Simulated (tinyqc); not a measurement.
Stretching all distances: RHF, UHF, MP2, CISD and CCSD against full CI in the sto-3g basis, for H2O, spin multiplicity 1. Computed by the program tinyqc with PySCF. 

Geometry (angstrom):
```
atom,x,y,z
O,0.0000,0.0000,0.0000
H,0.0000,0.6320,0.6190
H,0.0000,-0.6320,0.6190
```

All coordinates are multiplied by the scale. c0^2 is the weight of the RHF determinant in the lowest singlet FCI state (UHF is spin-contaminated and may lie near states of higher spin) and n(LUMO) the first natural occupation beyond the occupied space.

Full CI energy (hartree) and errors against it (kcal/mol):
```
scale,distance 1-2 (angstrom),E(FCI),RHF,UHF,MP2,CISD,CCSD,<S^2> UHF,c0^2,n(LUMO)
0.9800,0.8669,-74.957294,25.9787,25.9787,6.7120,0.2689,0.0479,0.0000,0.9810,0.0207
1.1400,1.0085,-75.020918,37.0468,37.0468,10.4100,0.6619,0.0894,0.0000,0.9660,0.0361
1.3000,1.1500,-75.004234,51.7327,51.7327,15.4832,1.5678,0.1835,0.0000,0.9412,0.0613
1.4600,1.2916,-74.956485,70.5266,69.7767,22.0690,3.4439,0.3668,0.1988,0.9029,0.1009
1.6200,1.4331,-74.901686,93.7254,68.2904,30.1734,6.8915,0.6222,0.9848,0.8473,0.1599
1.7700,1.5658,-74.854111,119.6040,53.8576,39.0493,12.0868,0.7234,1.3978,0.7771,0.2368
1.9300,1.7074,-74.812626,151.3495,36.4574,49.5732,19.9939,0.0083,1.6531,0.6832,0.3442
2.0900,1.8489,-74.782649,186.1544,22.2566,61.9376,30.1899,-2.3915,1.8003,0.5706,0.4681
```

UHF parts from RHF first at scale 1.46 of those listed, where <S^2> leaves zero. The weight c0^2 goes from 0.98 to 0.57 and n(LUMO) from 0.02 to 0.47: static correlation grows as the bonds break into open-shell fragments. The spread of the error along the curve, which distorts its shape, is CCSD 3.1, CISD 29.9, UHF 47.5, MP2 55.2, RHF 160.2 kcal/mol. Below FCI somewhere: CCSD, as non-variational methods may be. The table stops here: at scale 2.25 and beyond, the reference weight falls under 0.45 or RHF, UHF or CCSD hop between solutions, so those rows were left out and the spreads given cover only the rows shown. As computed, partly on other solutions, the errors there reach in size RHF 220, UHF 40, MP2 105, CISD 44, CCSD 4 kcal/mol.
